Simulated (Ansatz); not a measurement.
Process, species as SMILES: [SiH3][SiH3] (Si2H6) [silylsilane] → [SiH3][SiH3] (Si2H6) as doublet, charge +1 + e-

Wanted: adiabatic ionisation energy (0 K, with zero-point energies), in eV. Terms: 6-311+G** with 5d, 6d on Na to Ar in Ansatz (an electronic-structure program); UHF or UKS for open shells; LANL2DZ with its own core potentials from Na on; spin-orbit terms left out; non-relativistic; dispersion terms only where a functional's name holds one; valence correlation only; 6-31G* and kin with 6d, 5d where marked. Basis-set limits of correlation are two-point, X^-3; Hartree-Fock from the larger set. The bracket is a focal-point correction in the basis named. Ab initio and DFT rows: single points at B3LYP-D3(BJ) geometries (Ansatz), with unscaled harmonic terms from B3LYP/6-31G* (Ansatz) at its own minima.

Measured values: CCCBDB table in ASE; they hold spin-orbit and core effects. 

Value to compare with, the measured value: 9.74 eV.

```csv
level,program,"adiabatic ionisation energy (0 K, with zero-point energies) (eV)",error
B3LYP/STO-3G,Ansatz,8.34,-1.40
B3LYP/3-21G,Ansatz,9.61,-0.13
B3LYP/LANL2DZ,Ansatz,9.76,0.02
B3LYP/6-31G,Ansatz,9.58,-0.16
B3LYP/6-31G*,Ansatz,9.57,-0.17
B3LYP/6-31+G*,Ansatz,9.61,-0.13
B3LYP/6-31G**,Ansatz,9.55,-0.19
B3LYP/def2-SVP,Ansatz,9.60,-0.14
B3LYP/cc-pVDZ,Ansatz,9.49,-0.25
B3LYP/6-311+G**,Ansatz,9.57,-0.17
B3LYP/def2-TZVPD,Ansatz,9.51,-0.23
"RI-MP2/CBS(def2-TZVPPD,def2-QZVPPD)+[CCSD(T)-MP2]/def2-TZVPPD",Ansatz,9.68,-0.06
```

Among the 10 habitual levels, B3LYP/STO-3G lies farthest from the measured value (-1.40 eV) and B3LYP/LANL2DZ nearest (0.02); 1 of 10 lie above it, and their mean absolute error is 0.28 eV, the median 0.17. One case shows no general order.

The sets are all those run for this method; left out are runs that failed, that the program found above a lower state of the same kind, or whose <S^2> lies over 0.5 above the pure value.
